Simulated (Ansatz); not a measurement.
**Worked example: O–CH2, triplet against O–CH$_{2}$, singlet**

Geometry (PBE0/def2-TZVP stationary point of a singlet), kept for both states (O–CH2, singlet: A1; O–CH2, triplet: A2):

```tsv
atom	x (Å)	y (Å)	z (Å)
O	0.0000	0.0000	0.5979
C	0.0000	0.0000	-0.5975
H	0.0000	-0.9400	-1.1855
H	0.0000	0.9400	-1.1855
```

Basis cc-pVTZ; Ansatz 0.2.0. Correlated methods freeze the noble-gas cores. R marks a restricted (for open shells ROHF) determinant, U an unrestricted one.

Full CI isn't at hand for all of this; UCCSDT(Q) serves as the reference, and is uncertain by about the last step of the cluster series.

```tsv
level	E(O–CH2, singlet) (hartree)	E(O–CH2, triplet) (hartree)
UHF	-113.912285	-113.815599
UMP2	-114.306808	-114.157300
UCCSD(T)	-114.333555	-114.197412
PBE	-114.413817	-114.290301
B3LYP	-114.549379	-114.425023
UCCSDT(Q)	-114.334714	-114.198864
```

Give the vertical gap, O–CH2 triplet less O–CH2 singlet, at each level in eV (1 hartree = 27.2114 eV), and each error against UCCSDT(Q).

UCCSDT(Q): (-114.198864 − (-114.334714)) × 27.2114 = 3.697 eV (the reference)
B3LYP: (-114.425023 − (-114.549379)) × 27.2114 = 3.384 eV, error -0.313 eV
PBE: (-114.290301 − (-114.413817)) × 27.2114 = 3.361 eV, error -0.336 eV
UCCSD(T): (-114.197412 − (-114.333555)) × 27.2114 = 3.705 eV, error 0.008 eV
UMP2: (-114.157300 − (-114.306808)) × 27.2114 = 4.068 eV, error 0.371 eV
UHF: (-113.815599 − (-113.912285)) × 27.2114 = 2.631 eV, error -1.066 eV

Total energies of functionals can't be set beside those of wave-function methods, since they hold the core's correlation and their own absolute errors; only the differences compare.

Each level lands on the state that its own search finds. T1 diagnostics of restricted CCSD: 0.015 and 0.036.
